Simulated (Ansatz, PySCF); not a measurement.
This PySCF input computes a B3LYP/def2-TZVPD energy:

```python
from pyscf import gto, scf, dft

mol = gto.M(
    atom='''
    Si   -0.00000000   -0.00000000   -0.55379892
    O     0.00000000    0.00000000    0.96914810
    ''',
    basis='def2-tzvpd',
    charge=1,
    spin=1,
    symmetry='C2v',
    verbose=4,
)

mf = dft.UKS(mol, xc='b3lyp').density_fit(auxbasis='def2-universal-jkfit')
mf.grids.level = 3
mf.conv_tol = 1e-9
mf.max_cycle = 100
mf.max_memory = 1500
mf.kernel()
if not mf.converged:
    mf = mf.newton()
    mf.kernel(mf.make_rdm1())
mf.analyze()
```

**Question.** Write an input for the same energy in Ansatz (a quantum-chemistry and plane-wave program) and say what it gives.

**Answer.** 
Ansatz 0.2 input:
```yaml
crystal:
  periodic: [false, false, false]
  atoms:
    - {symbol: Si, position_ang: [-0.00000000, -0.00000000, -0.55379892]}
    - {symbol: O, position_ang: [0.00000000, 0.00000000, 0.96914810]}
basis:
  gaussian:
    orbitals: def2-TZVPD
hamiltonian:
  xc: {name: B3LYP}
total_charge: 1
magnetization: {spin_polarized: true, initial_magnetization: 1}
output: {forces: true}
```
It gives -364.36603 Eh, and PySCF -364.36605 Eh, a difference of 0.02 mEh, from the treatment of integrals and grids.
